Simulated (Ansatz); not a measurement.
A made-up structure of CH3S2 (charge -1), singlet:

```xyz
6
angstrom
C -0.9600 -0.2218 -0.8566
S -0.4118 0.9639 0.1184
S 1.9349 0.6856 1.0262
H -0.7112 -0.2468 -1.9179
H -1.3809 -1.1428 -0.4519
H -1.2283 -0.0631 0.1565
```

It is relaxed with PBE-D4/def2-SVPD and then PBE0-D4/def2-TZVPD (Ansatz 0.2.0). Atoms count as bonded within 1.22 times the sum of their covalent radii (H–H: 0.88 Å). The end point is not checked to be a true minimum.

Task: Does its bonding change? (A judgement: the text doesn't fix the answer.)

Result: The calculation gives: Yes. Formed: none; broken: S2–H6.

Where it ends: The first stage lowers the energy by 5.31 eV in 12 steps. It ends as CH₃S₂ ([CH3][S][S]), total charge -1:
```
6
angstrom
C -0.9753 -0.1791 -0.5580
S -0.1527 0.9855 0.5469
S 1.8155 0.4116 0.4333
H -0.5737 -0.0900 -1.5719
H -0.8241 -1.2056 -0.2104
H -2.0471 0.0527 -0.5651
```

Labels in which every atom is bracketed show which atoms are joined, not bond orders.

For scale, one of the runs: PBE0-D4/def2-TZVPD relaxation, 156 basis functions, launched by `ansatz run in.yaml --threads 2 --pin off --events-out ev --progress --plain --max-ram 4352MiB`. The run took about 17 s on 2 CPU threads of an Arm Neoverse V2 (shared host).
